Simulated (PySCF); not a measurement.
# Continuum solvent and chemical shifts

Numbering as in the mapped SMILES `[CH:1]#[C:2][CH3:3]`. Hydrogens are named by the atom that carries them.

GIAO PBE0/pcSseg-1 in PySCF on one PBE0-D3(BJ)/def2-SVP conformer, non-relativistic, equivalent nuclei averaged. Solvents enter as an IEF-PCM continuum (chloroform with ε = 4.7, tetrahydrofuran with ε = 7.4) around the gas-phase geometry. Shifts are referred to TMS computed in the same medium.

Gas phase, δ in ppm: C2 82.3, C1 73.5, C3 4.2, H(C3) 1.83, H(C1) 1.65. Dipole moment 0.80 D.

Q: How does each δ change in the continuum?

A: 
| atoms | environment | Δδ, chloroform | Δδ, tetrahydrofuran |
| --- | --- | --- | --- |
| C2 | alkyne carbon | +3.5 | +4.0 |
| C1 | terminal alkyne carbon | +0.2 | +0.3 |
| C3 | propargylic methyl carbon | -0.1 | -0.1 |
| H(C3) | hydrogen on a propargylic methyl carbon | +0.11 | +0.13 |
| H(C1) | hydrogen on a terminal alkyne carbon | +0.26 | +0.30 |

Changes are relative to the gas phase. The dipole moment becomes 1.01 D in chloroform, 1.04 D in tetrahydrofuran.

Q: Which nuclei move most (in ppm), and what does the model miss?

A: C2 (alkyne carbon, +4.0 ppm) in tetrahydrofuran. A continuum only polarises the solute; specific hydrogen bonds, the anisotropy of aromatic solvents and changes of geometry or conformer are outside it.
